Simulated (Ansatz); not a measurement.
**SiN+ (quintet): wave-function methods side by side, cc-pVDZ**

How much of the correlation energy of SiN+ (quintet) does each wave-function method recover here?

Program: Ansatz 0.2.0, Gaussian basis. Level of theory: cc-pVDZ, core rule «outside noble gas», up to 6 orbitals frozen. These are calculated values, not measurements.

Plan: UHF; CCSD(T) on ROHF; CCSD(T) on UHF; BCCD(T) on ROHF; CISD; CCSDT(Q) on ROHF; CCSDT(Q) on UHF; CASSCF and MRCISD+Q, 8 electrons in 8 orbitals; CASSCF and NEVPT2, 8 electrons in 8 orbitals.

12 further runs of the same task are left out: 7 that didn't finish, 5 set aside as unsound or not needed.

### 1 The system

The geometry is a PBE0/def2-TZVP stationary point (not a proven minimum) of the parent state, kept for this charge and spin.

2 atoms, charge 1, spin multiplicity 5.

Atoms are counted from 1 here; the program's logs count them from 0.

Bond lengths: Si1–N2 1.785 Å.

### 2 UHF

Input file in.yaml:

```yaml
crystal:
  periodic: [false, false, false]
  atoms:
    - {symbol: Si, position_ang: [0.000000, 0.000000, 0.000000]}
    - {symbol: N, position_ang: [0.000000, 0.000000, 1.785400]}
basis:
  gaussian: {orbitals: cc-pVDZ}
total_charge: 1
magnetization: {spin_polarized: true, initial_magnetization: 4}
hamiltonian: {xc: hf}
output: {orbitals: {seedname: orbitals}}
```

Run with:

```bash
> ansatz run in.yaml --threads 1 --pin off --events-out ev --progress --plain --max-ram 2393MiB
```

Further steps of the session: CCSD(T) on ROHF; CCSD(T) on UHF; BCCD(T) on ROHF; CISD; CCSDT(Q) on ROHF; CCSDT(Q) on UHF; CASSCF and MRCISD+Q, 8 electrons in 8 orbitals; CASSCF and NEVPT2, 8 electrons in 8 orbitals.

Before running them: what should the planned runs give, taken together? Wanted: UCCSDT(Q) below the RHF energy; RMP2 from UCCSDT(Q); UMP2 from UCCSDT(Q); RCCSD from UCCSDT(Q); RCCSD(T) from UCCSDT(Q); UCCSD(T) from UCCSDT(Q); RCCSDT(Q) from UCCSDT(Q); NEVPT2 valence from UCCSDT(Q); MRCISD+Q valence from UCCSDT(Q).

The runs gave:

```
                         quantity                                                                     value
   UCCSDT(Q) below the RHF energy                                                                -4.7216 eV
              RMP2 from UCCSDT(Q)                                                             +107.5 kJ/mol
              UMP2 from UCCSDT(Q)                                                             +102.0 kJ/mol
             RCCSD from UCCSDT(Q)                                                              +14.9 kJ/mol
          RCCSD(T) from UCCSDT(Q)                                                               +3.9 kJ/mol
          UCCSD(T) from UCCSDT(Q)                                                               +3.7 kJ/mol
         RCCSDT(Q) from UCCSDT(Q)                                                               +0.2 kJ/mol
    NEVPT2 valence from UCCSDT(Q)                                                              +70.9 kJ/mol
  MRCISD+Q valence from UCCSDT(Q)                                                               +0.5 kJ/mol
levels within 1 kcal/mol (43 meV)  RCCSD(T), UCCSD(T), BCCD(T), RCCSDT, UCCSDT, RCCSDT(Q), MRCISD+Q valence
                    T1 diagnostic                                                                     0.049
   effectively unpaired electrons                                                                      4.02
```

**Reading.** RCCSD(T) lands +3.9 kJ/mol from the yardstick (0.9 % of the correlation energy). The occupations are near whole numbers, but T1 = 0.049 shows that the orbitals relax strongly. Of the multireference levels listed MRCISD+Q valence comes nearest in total energy (+0.5 kJ/mol), which doesn't show that its space is the better one. These misses are within one basis, not against nature; the frozen cores of restricted and unrestricted runs differ, which can shift their rows.
